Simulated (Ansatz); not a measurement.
**BH2+ (triplet): from Hartree-Fock to the top rungs, def2-QZVPP**

The task here is to estimate one member of a computed series from the others.

Program: Ansatz 0.2.0, Gaussian basis. Level of theory: def2-QZVPP, core rule «outside noble gas», up to 1 orbitals frozen. These are calculated values, not measurements.

Plan: UHF; ROHF; CCSD(T) on UHF.

2 further runs of the same task are left out: 2 set aside as unsound or not needed.

### What is computed

The geometry is a PBE0/def2-TZVP stationary point (not a proven minimum) of the parent state, kept for this charge and spin.

3 atoms, charge 1, spin multiplicity 3.

Atoms are counted from 1 here; the program's logs count them from 0.

Bond lengths: B1–H2 1.179 Å, B1–H3 1.179 Å. Angles: H2–B1–H3 180.0°.

Set-up of the first run:

in.yaml reads:

```yaml
crystal:
  periodic: [false, false, false]
  atoms:
    - {symbol: B, position_ang: [0.000000, 0.000000, 0.000000]}
    - {symbol: H, position_ang: [0.000000, 0.000000, -1.179181]}
    - {symbol: H, position_ang: [0.000000, 0.000000, 1.179181]}
basis:
  gaussian: {orbitals: "def2-QZVPP.json"}
total_charge: 1
magnetization: {spin_polarized: true, initial_magnetization: 2}
hamiltonian: {xc: hf}
output: {orbitals: {seedname: orbitals}}
```

Launch:

```bash
$ ansatz run in.yaml --threads 1 --pin off --events-out ev --progress --plain --max-ram 2393MiB
```

Steps of the session up to this table: UHF; ROHF; CCSD(T) on UHF.

One of the session's tables, all rows but one given; the rest of the session is left out.

It belongs to the step «Misses and costs». 

```
  method  from UCCSD(T) (kJ/mol)
    ROHF                       ?
     UHF                  +222.9
    UMP2                   +51.0
   UCCSD                    +5.8
UCCSD(T)                       0
```

**Question.** Estimate the row for ROHF.

As computed: from UCCSD(T) (kJ/mol): +230.4. In the column «from UCCSD(T) (kJ/mol)» it is the highest.

The program flags UCCSD(T) as in doubt (see the logs), so the zero of the table is itself unsure.

Limits of these values: The report flags that the cluster equations may have other roots. The program flags UCCSD(T) as in doubt, so the zero of the table is itself unsure.
